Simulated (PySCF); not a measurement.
# Ionisation energy of Ne by level of theory

Ne [Ne] (1S) → Ne⁺ [He] 2s2 2p5 (2P), as a difference of total energies. Computed with PySCF 2.14 in def2-TZVP, with the non-relativistic Hamiltonian (point nucleus). Correlated levels: valence: 1s2 frozen. The calculations carry no spin-orbit coupling.

Order these methods by the ionisation energy they give, lowest first.
A. CCSD(T) (valence)
B. MN15
C. UHF
D. MP2 (valence)

C (19.673 eV), A (21.321 eV), D (21.534 eV), B (21.653 eV).

Errors of the correlated levels include the incompleteness of this basis and the frozen core.

For comparison: 21.597 eV (measured; NIST levels, between the centres of gravity of the two terms).
